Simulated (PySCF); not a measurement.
Stretching HF

Set-up: H def2-TZVPPD, F def2-TZVPPD; no relativity (PySCF 2.14). Energies in eV from H + F in their ground configurations at the same level. State: ¹Σ⁺ (singlet), closed shell.

```
R (Å)  revPBE   M06-L  r²SCAN
0.790  -5.211  -5.187  -5.285
0.827  -5.610  -5.552  -5.663
0.864  -5.852  -5.759  -5.883
0.891  -5.951  -5.834  -5.967
0.919  -5.994  -5.853  -5.996
0.947  -5.991  -5.828  -5.978
0.983  -5.931  -5.738  -5.899
1.029  -5.784  -5.559  -5.730
1.084  -5.537  -5.276  -5.456
1.158  -5.132  -4.830  -5.017
```

Q: Put a parabola through the three lowest points of the revPBE curve and estimate Re, k and ωe (reduced mass 0.9571 u; 1 eV/Å² = 0.16022 mdyn/Å; ωe = 1302.8·√(k/μ) cm⁻¹).

A: Through R = 0.891, 0.919, 0.947 Å the second-order coefficient is 29.3 eV/Å², so Re ≈ 0.931 Å, k ≈ 9.40 mdyn/Å and ωe ≈ 4083 cm⁻¹. A polynomial fit of higher order to the unrounded revPBE energies gives Re = 0.931 Å, k = 8.87 mdyn/Å, ωe = 3967 cm⁻¹; anharmonicity and rounding make the difference.

The higher-order fit for each curve: revPBE: Re = 0.931 Å, ωe = 3967 cm⁻¹, De = 6.00 eV; M06-L: Re = 0.916 Å, ωe = 4135 cm⁻¹, De = 5.85 eV; r²SCAN: Re = 0.921 Å, ωe = 4085 cm⁻¹, De = 6.00 eV.
